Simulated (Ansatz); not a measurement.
```yaml
crystal:
  periodic: [false, false, false]
  atoms:
    - {symbol: C, position_ang: [-2.055768, -1.335841, -0.772335]}
    - {symbol: C, position_ang: [-1.200968, -0.652834, -0.024246]}
    - {symbol: C, position_ang: [0.267161, -0.532403, -0.289504]}
    - {symbol: C, position_ang: [1.071747, -1.042064, 0.903437]}
    - {symbol: C, position_ang: [0.662962, 0.898962, -0.682972]}
    - {symbol: C, position_ang: [0.409818, 1.963514, 0.372638]}
    - {symbol: H, position_ang: [-3.110886, -1.387782, -0.529409]}
    - {symbol: H, position_ang: [-1.728008, -1.871003, -1.658896]}
    - {symbol: H, position_ang: [-1.573065, -0.138753, 0.860940]}
    - {symbol: H, position_ang: [0.497269, -1.170942, -1.150614]}
    - {symbol: h, position_ang: [2.145102, -0.932062, 0.725743]}
    - {symbol: H, position_ang: [0.862920, -2.097576, 1.089137]}
    - {symbol: H, position_ang: [0.825809, -0.493722, 1.816350]}
    - {symbol: H, position_ang: [1.727875, 0.894370, -0.942101]}
    - {symbol: H, position_ang: [0.123245, 1.163293, -1.597827]}
    - {symbol: H, position_ang: [0.727136, 2.944053, 0.010999]}
    - {symbol: H, position_ang: [0.960754, 1.763556, 1.294587]}
    - {symbol: H, position_ang: [-0.650300, 2.038434, 0.625876]}
basis:
  gaussian: {orbitals: 6-31G}
hamiltonian: {xc: {name: r2SCAN0}, dispersion: d3bjatm}
output: {forces: true}
```

```sh
$ ansatz run in.yaml --threads 2 --pin off --events-out ev --progress --plain --max-ram 22528MiB --backend cpu
```

Output, abridged:

```
Error: YAML parse error: error: line 14 column 16: `h` is not an element symbol (H … Og, case-exact)
12 |     - {symbol: H, position_ang: [-1.573065, -0.138753, 0.860940]}
13 |     - {symbol: H, position_ang: [0.497269, -1.170942, -1.150614]}
14 |     - {symbol: h, position_ang: [2.145102, -0.932062, 0.725743]}
15 |     - {symbol: H, position_ang: [0.862920, -2.097576, 1.089137]}
16 |     - {symbol: H, position_ang: [0.825809, -0.493722, 1.816350]}
```

What is wrong with this run?

An element symbol is wrong. The program refused the input.
